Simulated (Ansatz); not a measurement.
Worked example: the enthalpy of formation of CH4N2S (thiourea)

CH4N2S: 8 atoms, total charge 0, spin state singlet. SMILES: `NC(N)=S`. Geometry: relaxed at PBE0-D4/def2-TZVP. This is one conformer, not always the lowest.

Total energies at HF/def2-SVPD (Ansatz 0.2.0); the atoms run unrestricted:

| species | state | energy (Eh) |
| --- | --- | --- |
| CH4N2S | singlet | -546.421751 |
| N | quartet | -54.337261 |
| C | triplet | -37.646258 |
| S | triplet | -397.371456 |
| H | doublet | -0.499278 |

Harmonic wavenumbers at PBE0-D4/def2-TZVP, in cm⁻¹: 320, 372, 400, 459, 496, 591, 651, 787, 1067, 1079, 1429, 1454, 1629, 1651, 3593, 3601, 3728, 3729.

Measured heats of formation of the gaseous atoms at 298.15 K, in kJ/mol: N 472.4, C 716.9, S 277.0, H 218.0. Spin-orbit lowering of the atoms at 298 K (mean of the ground term's levels less their thermal mean, from spectra), in kJ/mol: C 0.02, S 1.88. Take 1 Eh = 2625.50 kJ/mol, 1 cm⁻¹ = 0.0119627 kJ/mol, RT = 2.479 kJ/mol.

Question: Work out the heat of formation of the gas at 298 K.

Answer: 
1. Electronic atomisation energy: 2 × (-54.337261) + (-37.646258) + (-397.371456) + 4 × (-0.499278) − (-546.421751) = 0.732403 Eh = 1922.9 kJ/mol.
2. Zero-point energy: half the sum of the wavenumbers, 13518 cm⁻¹ = 161.7 kJ/mol.
3. Thermal vibrational enthalpy, Σ hcν̃/(exp(hcν̃/kT) − 1): 5.2 kJ/mol. Translation, rotation and pV of a non-linear molecule: 4 RT = 9.9 kJ/mol.
4. The 8 free atoms carry 5/2 RT each: 49.6 kJ/mol.
5. Spin-orbit coupling lowers the free atoms by 0.02 + 1.88 = 1.9 kJ/mol.
6. Atomisation enthalpy at 298 K: 1922.9 − 1.9 − 161.7 − 5.2 − 9.9 + 49.6 = 1793.8 kJ/mol.
7. Sum of the atoms' heats of formation: 2810.7 kJ/mol. Heat of formation: 2810.7 − 1793.8 = +1016.9 kJ/mol.

The tabulated value is +22.9 kJ/mol (CRC Handbook of Chemistry and Physics), so this level is off by +994.0 kJ/mol, or 35.7 % of the atomisation enthalpy that the table implies (2787.8 kJ/mol). Hartree–Fock leaves out correlation, which is larger in the molecule than in the atoms, so it underbinds and puts the heat of formation too high. Anharmonicity and any spin-orbit splitting of the molecule are left out.
